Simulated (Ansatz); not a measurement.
**AlClH2O: molecular dynamics**

The plan is to follow the molecule's vibrations and see whether its bonds hold. The start is relaxed first. Runs: 300 steps of 0.5 fs at constant energy, with velocities drawn for 1500 K.

Program: Ansatz 0.2.0. Level of theory: RKS BHLYP-D4/STO-3G. These are calculated values, not measurements.

## Step 1: Starting point

Bond lengths: Al1–O2 1.780 Å, O2–H3 1.010 Å, Al1–Cl4 2.230 Å, Al1–H5 1.560 Å. Angles: Al1–O2–H3 109.5°, O2–Al1–Cl4 120.0°, O2–Al1–H5 120.0°, Cl4–Al1–H5 120.0°.

Coordinates:

```xyz
5

Al    0.0000    0.0000    0.0000
O     0.0000    0.0000    1.7800
H    -0.9095   -0.2814    2.1171
Cl    1.9312    0.0000   -1.1150
H    -1.3510    0.0000   -0.7800
```

## Step 2: Preparing the start

Input file input.yaml:

```yaml
crystal:
  periodic: [false, false, false]
  atoms:
    - { symbol: Al, position_ang: [0.0, 0.0, 0.0] }
    - { symbol: O, position_ang: [0.0, 0.0, 1.78] }
    - { symbol: H, position_ang: [-0.9095, -0.2814, 2.1171] }
    - { symbol: Cl, position_ang: [1.9312, 0.0, -1.115] }
    - { symbol: H, position_ang: [-1.351, 0.0, -0.78] }
basis:
  gaussian: { orbitals: STO-3G }
hamiltonian:
  xc: { name: BHLYP }
  dispersion: d4
relax:
  f_tol: 0.02
  max_steps: 40
```

On the command line:

```
> ansatz run input.yaml --threads 1 --pin off --max-ram 2048MiB --backend cpu --events-out ev --progress --plain --runs-dir out
```

What it wrote, cut to the lines that bear on the results:

```text
Warning: RAYON_NUM_THREADS=1 ignored (pool sized by the plan → 1); use --threads N
[...]
Functional definition: BHLYP
[...]
315 factors; integrals over basis functions are off by at most 1.6e-5 eV
[...]
mean field -20956.89744346 eV, -770.1517759519 hartree, gradient 1.2e-5 eV, S^2 0.000000; 0 other end points of the search recorded, 0 dependent functions left out
[...]
reference -20956.89754891 eV, -770.1517798270 hartree; 20, 20 occupied and 5, 5 virtual orbitals, 315 factors
relax step   1: F+E_penalty+E_count = -20957.00344875 eV  Δ(F+E_penalty+E_count) = +0.000e0 eV  max|allowed force component| = 2.622e0 eV/Å  Δτ_max = 0.0000 Å  (20 SCF iters, accepted)
[...]
relax step   7: F+E_penalty+E_count = -20957.57274005 eV  Δ(F+E_penalty+E_count) = -7.833e-5 eV  max|allowed force component| = 3.354e-2 eV/Å  Δτ_max = 0.0073 Å  (19 SCF iters, accepted)
[...]
relax step   8: F+E_penalty+E_count = -20957.57278007 eV  Δ(F+E_penalty+E_count) = -4.002e-5 eV  max|allowed force component| = 2.750e-3 eV/Å  Δτ_max = 0.0024 Å  (15 SCF iters, accepted)
315 factors; integrals over basis functions are off by at most 1.7e-5 eV
[...]
mean field -20957.46196637 eV, -770.1725217860 hartree, gradient 7.6e-5 eV, S^2 0.000000; 1 other end points of the search recorded, 0 dependent functions left out
[...]
reference -20957.46207069 eV, -770.1725256200 hartree; 20, 20 occupied and 5, 5 virtual orbitals, 315 factors
Total energy: -20957.57288440 eV, -770.1765979486 hartree
Atom 0 at    -0.044741    -0.035859     0.005340 Å, force    -0.001211    -0.000057     0.001059 eV/Å
Atom 1 at     0.073766    -0.118448     1.671118 Å, force     0.000144    -0.000014    -0.001151 eV/Å
Atom 2 at    -0.852131    -0.153373     2.054390 Å, force    -0.001187     0.000022     0.000373 eV/Å
Atom 3 at     1.790969     0.043221    -0.951645 Å, force    -0.000497     0.000070    -0.001228 eV/Å
Atom 4 at    -1.297163    -0.016940    -0.777103 Å, force     0.002750    -0.000020     0.000947 eV/Å
Dipole moment:    -0.793079    -0.025801     0.248257 e Å
```

Wall time 8.9 s (1 thread of Arm Neoverse V1, shared host); peak memory 0.11 GiB.

Relaxation path:

| step | energy from step 1 (eV) | largest force component (eV/Å) |
| --- | --- | --- |
| 1 | 0.0000 | 2.6220 |
| 2 | -0.5164 | 1.3720 |
| 3 | -0.5567 | 0.7479 |
| 4 | -0.5650 | 0.4447 |
| 5 | -0.5685 | 0.0974 |
| 6 | -0.5692 | 0.0279 |
| 7 | -0.5693 | 0.0335 |
| 8 | -0.5693 | 0.0027 |

Step 1 is the start.

After: Bond lengths: Al1–O2 1.672 Å, O2–H3 1.003 Å, Al1–Cl4 2.072 Å, Al1–H5 1.477 Å. Angles: Al1–O2–H3 108.5°, O2–Al1–Cl4 113.5°, O2–Al1–H5 126.1°, Cl4–Al1–H5 120.4°.

## Step 3: The run

300 steps of 0.5 fs at constant energy, with velocities drawn for 1500 K, from the relaxed start.

Input file input.yaml:

```yaml
crystal:
  periodic: [false, false, false]
  atoms:
    - { symbol: Al, position_ang: [-0.044741, -0.035859, 0.00534] }
    - { symbol: O, position_ang: [0.073766, -0.118448, 1.671118] }
    - { symbol: H, position_ang: [-0.852131, -0.153373, 2.05439] }
    - { symbol: Cl, position_ang: [1.790969, 0.043221, -0.951645] }
    - { symbol: H, position_ang: [-1.297163, -0.01694, -0.777103] }
basis:
  gaussian: { orbitals: STO-3G }
hamiltonian:
  xc: { name: BHLYP }
  dispersion: d4
md:
  timestep: 0.5
  n_steps: 300
  ensemble: nve
  temperature: 1500.0
  initial_velocities: maxwell_boltzmann
  seed: 203304
```

On the command line:

```
> ansatz run input.yaml --threads 1 --pin off --max-ram 2048MiB --backend cpu --events-out ev --progress --plain --runs-dir out
```

What it wrote, cut to the lines that bear on the results:

```text
Warning: RAYON_NUM_THREADS=1 ignored (pool sized by the plan → 1); use --threads N
[...]
[... 1 set-up line as earlier in the session ...]
[...]
319 factors; integrals over basis functions are off by at most 1.6e-5 eV
[...]
mean field -20957.46198981 eV, -770.1725226474 hartree, gradient 1.5e-5 eV, S^2 0.000000; 0 other end points of the search recorded, 0 dependent functions left out
[...]
reference -20957.46209398 eV, -770.1725264757 hartree; 20, 20 occupied and 5, 5 virtual orbitals, 319 factors
md step     0: t =     0.00 fs  T =  1500.0 K  F+E_penalty+E_count = -20957.57280350 eV  E_kin = 0.581670 eV  conserved = -20956.99113351 eV  (20 SCF iters)
[...]
md step    18: t =     9.00 fs  T =   779.5 K  F+E_penalty+E_count = -20957.29065862 eV  E_kin = 0.302272 eV  conserved = -20956.98838661 eV  (24 SCF iters, 3 dispersion substeps)
[...]
md step    36: t =    18.00 fs  T =   546.6 K  F+E_penalty+E_count = -20957.19944825 eV  E_kin = 0.211972 eV  conserved = -20956.98747619 eV  (26 SCF iters, 3 dispersion substeps)
[...]
md step    54: t =    27.00 fs  T =   689.9 K  F+E_penalty+E_count = -20957.25528086 eV  E_kin = 0.267519 eV  conserved = -20956.98776166 eV  (26 SCF iters, 3 dispersion substeps)
[...]
md step    70: t =    35.00 fs  T =   514.0 K  F+E_penalty+E_count = -20957.18621508 eV  E_kin = 0.199317 eV  conserved = -20956.98689792 eV  (24 SCF iters, 3 dispersion substeps)
md step    71: t =    35.50 fs  T =   371.1 K  F+E_penalty+E_count = -20957.12950592 eV  E_kin = 0.143922 eV  conserved = -20956.98558403 eV  (24 SCF iters, 3 dispersion substeps)
```

## Step 4: More of the same log: dynamics from the start

Output, continued, cut to the lines that bear on the results:

```text
md step    72: t =    36.00 fs  T =   333.9 K  F+E_penalty+E_count = -20957.11475697 eV  E_kin = 0.129477 eV  conserved = -20956.98528004 eV  (19 SCF iters, 3 dispersion substeps)
[...]
md step    94: t =    47.00 fs  T =   793.6 K  F+E_penalty+E_count = -20957.29790631 eV  E_kin = 0.307729 eV  conserved = -20956.99017750 eV  (23 SCF iters, 3 dispersion substeps)
[...]
md step   116: t =    58.00 fs  T =  1055.5 K  F+E_penalty+E_count = -20957.39889247 eV  E_kin = 0.409300 eV  conserved = -20956.98959276 eV  (23 SCF iters, 3 dispersion substeps)
[...]
md step   138: t =    69.00 fs  T =   513.7 K  F+E_penalty+E_count = -20957.18578990 eV  E_kin = 0.199196 eV  conserved = -20956.98659424 eV  (25 SCF iters, 3 dispersion substeps)
[...]
md step   160: t =    80.00 fs  T =   731.7 K  F+E_penalty+E_count = -20957.27190408 eV  E_kin = 0.283728 eV  conserved = -20956.98817584 eV  (24 SCF iters, 3 dispersion substeps)
md step   161: t =    80.50 fs  T =   701.6 K  F+E_penalty+E_count = -20957.26029253 eV  E_kin = 0.272051 eV  conserved = -20956.98824178 eV  (25 SCF iters, 3 dispersion substeps)
```

## Step 5: More of the same log: dynamics from the start

The log, continued, cut to the lines that bear on the results:

```text
md step   162: t =    81.00 fs  T =   668.0 K  F+E_penalty+E_count = -20957.24673602 eV  E_kin = 0.259050 eV  conserved = -20956.98768559 eV  (24 SCF iters, 3 dispersion substeps)
[...]
md step   181: t =    90.50 fs  T =  1189.3 K  F+E_penalty+E_count = -20957.44942869 eV  E_kin = 0.461172 eV  conserved = -20956.98825707 eV  (23 SCF iters, 3 dispersion substeps)
[...]
md step   200: t =   100.00 fs  T =   271.9 K  F+E_penalty+E_count = -20957.09163033 eV  E_kin = 0.105448 eV  conserved = -20956.98618215 eV  (24 SCF iters, 3 dispersion substeps)
[...]
md step   219: t =   109.50 fs  T =   883.4 K  F+E_penalty+E_count = -20957.33329377 eV  E_kin = 0.342584 eV  conserved = -20956.99071006 eV  (23 SCF iters, 3 dispersion substeps)
[...]
md step   299: t =   149.50 fs  T =   880.1 K  F+E_penalty+E_count = -20957.32923376 eV  E_kin = 0.341299 eV  conserved = -20956.98793521 eV  (23 SCF iters, 3 dispersion substeps)
[...]
md step   300: t =   150.00 fs  T =   781.7 K  F+E_penalty+E_count = -20957.29086596 eV  E_kin = 0.303125 eV  conserved = -20956.98774059 eV  (21 SCF iters, 3 dispersion substeps)
Total energy: -20957.29097026 eV, -770.1662377950 hartree
Atom 0 at    -0.000093    -0.058773     0.008273 Å, force     0.653824     0.072131     2.294812 eV/Å
Atom 1 at     0.024386    -0.123952     1.678715 Å, force     2.787584    -0.846133    -1.376033 eV/Å
Atom 2 at    -0.755664     0.226454     2.104982 Å, force    -2.405097     0.829215     0.932395 eV/Å
Atom 3 at     1.772915     0.054842    -0.959856 Å, force     1.100658    -0.020982    -0.436556 eV/Å
Atom 4 at    -1.170062    -0.104746    -0.737989 Å, force    -2.136969    -0.034231    -1.414617 eV/Å
Dipole moment:    -0.707796     0.063886     0.252009 e Å
```

It took 3.9 min on 1 thread of Arm Neoverse V1, shared host; peak memory 0.079 GiB.

## Step 6: Frames and traces

The trajectory, every 22 steps (energies from step 0):

| time (fs) | T (K) | potential energy change (meV/atom) | total energy change (meV/atom) |
| --- | --- | --- | --- |
| 0.0 | 1500 | 0.0 | 0.00 |
| 11.0 | 538 | 75.5 | 0.94 |
| 22.0 | 538 | 75.2 | 0.58 |
| 33.0 | 992 | 39.6 | 0.13 |
| 44.0 | 516 | 77.2 | 0.83 |
| 55.0 | 579 | 72.1 | 0.59 |
| 66.0 | 719 | 61.3 | 0.77 |
| 77.0 | 1054 | 34.9 | 0.29 |
| 88.0 | 902 | 47.0 | 0.68 |
| 99.0 | 387 | 87.3 | 0.97 |
| 110.0 | 883 | 48.0 | 0.11 |
| 121.0 | 687 | 63.8 | 0.69 |
| 132.0 | 460 | 81.7 | 1.00 |
| 143.0 | 1017 | 37.8 | 0.35 |
| 150.0 | 782 | 56.4 | 0.68 |

time (fs), T (K) and a bar:
```
      0.0       1500 ##############################
      6.5       1054 ################
     13.0       1060 ################
     19.5        769 #######
     26.0        934 ############
     32.5        901 ###########
     39.0        915 ############
     45.5        875 ###########
     52.0        873 ###########
     58.5       1159 ###################
     65.0        924 ############
     71.5       1088 #################
     78.5        852 ##########
     85.0       1206 #####################
     91.5       1047 ################
     98.0        794 ########
    104.5        532 
    111.0        629 ###
    117.5        721 ######
    124.0        818 #########
    130.5        791 ########
    137.0        818 #########
    143.5        876 ###########
    150.0        782 ########
```

Maxima of the velocity power spectrum (cm⁻¹, relative height; resolution about 440 cm⁻¹): 330 (78), 2610 (100), 3950 (29).

## Step 7: Snapshots as a file

Extended XYZ, with forces in eV/Å:

```xyz
5
time_fs=19.0 T=678 dE=0.3222
Al   -0.011   -0.002    0.057   -0.728   -1.193   -0.745
O    -0.054   -0.119    1.757   -1.514   -0.768    0.014
H    -0.973   -0.555    2.043    2.071    1.186   -0.997
Cl    1.824    0.037   -1.028   -0.900    0.235    0.896
H    -1.244   -0.316   -0.819    1.071    0.539    0.831
5
time_fs=37.5 T=772 dE=0.2842
Al    0.062   -0.049    0.081    0.885    0.199   -0.184
O    -0.097   -0.099    1.730   -1.031   -0.722    0.854
H    -1.083   -0.397    1.812    1.313    0.542    0.271
Cl    1.788    0.049   -1.032    0.513   -0.015    0.209
H    -1.119    0.052   -0.676   -1.679   -0.004   -1.150
5
time_fs=56.0 T=596 dE=0.3544
Al    0.035   -0.076    0.047   -2.914    0.802   -0.689
O    -0.062   -0.119    1.745    2.398   -0.602   -1.440
H    -0.951    0.171    2.002   -1.899    0.456    0.403
Cl    1.794    0.060   -1.013    0.449   -0.187    0.189
H    -1.269    0.129   -0.874    1.967   -0.470    1.536
5
time_fs=75.0 T=625 dE=0.3433
Al   -0.078   -0.055    0.016    4.066    0.177    1.352
O     0.053   -0.129    1.681    1.594   -0.310   -0.786
H    -0.738    0.256    2.097   -1.508    0.447    0.731
Cl    1.821    0.056   -0.969   -1.290   -0.096    0.578
H    -1.253   -0.218   -0.657   -2.863   -0.219   -1.875
5
time_fs=94.0 T=518 dE=0.3857
Al   -0.080   -0.053   -0.039   -2.486   -0.196   -1.494
O     0.195   -0.070    1.610   -2.621   -0.879    1.275
H    -0.720   -0.375    2.037    1.993    0.801   -0.658
Cl    1.763    0.044   -0.885    1.006    0.141   -0.820
H    -1.403   -0.136   -0.964    2.108    0.134    1.698
5
time_fs=112.5 T=284 dE=0.4768
Al   -0.113   -0.058   -0.058    2.925   -0.150    2.587
O     0.209   -0.058    1.574   -1.213   -1.144    1.810
H    -0.454   -0.525    2.227    0.992    1.143   -1.727
Cl    1.771    0.043   -0.866    0.400    0.115   -0.769
H    -1.303   -0.006   -0.709   -3.104    0.036   -1.901
5
time_fs=131.0 T=676 dE=0.3221
Al   -0.130   -0.054   -0.016   -0.038   -0.240   -1.984
O     0.173   -0.104    1.633   -0.254    0.115   -0.434
H    -0.737   -0.012    2.025   -0.517   -0.053    0.808
Cl    1.813    0.051   -0.915   -1.268   -0.056    0.208
H    -1.482   -0.158   -0.872    2.078    0.233    1.402
5
time_fs=150.0 T=782 dE=0.2819
Al    0.000   -0.059    0.008    0.654    0.072    2.295
O     0.024   -0.124    1.679    2.788   -0.846   -1.376
H    -0.756    0.227    2.105   -2.405    0.829    0.932
Cl    1.773    0.055   -0.960    1.101   -0.021   -0.437
H    -1.170   -0.105   -0.738   -2.137   -0.034   -1.415
```

## Step 8: Summary of results

| quantity | value |
| --- | --- |
| relaxation of the start | 7 moves, 0.569 eV lower |
| length | 300 steps of 0.5 fs |
| temperature, first and last step | 1500 and 782 K |
| temperature, second half | mean 771 K, from 261 to 1302 K |
| potential energy, second half | +57 meV/atom from the start |
| largest change of the total energy | 1.26 meV/atom |
| bonds formed or broken | 0 |

What this shows: The temperature starts at 1500 K and averages 771 K in the second half, where it ranges from 261 to 1302 K; a mean near half the start is what vibrations about a minimum give, since they share energy equally between motion and strain. The total energy strays from its start by at most 1.26 meV/atom, 2.2 % of the mean kinetic energy, fair for a step of 0.5 fs. The bonding pattern survives the run. Averages from a run of 150 fs with 5 atoms are rough. The nuclei move classically, without zero-point motion, which matters most for hydrogen. The basis is very small, so the numbers are rough.
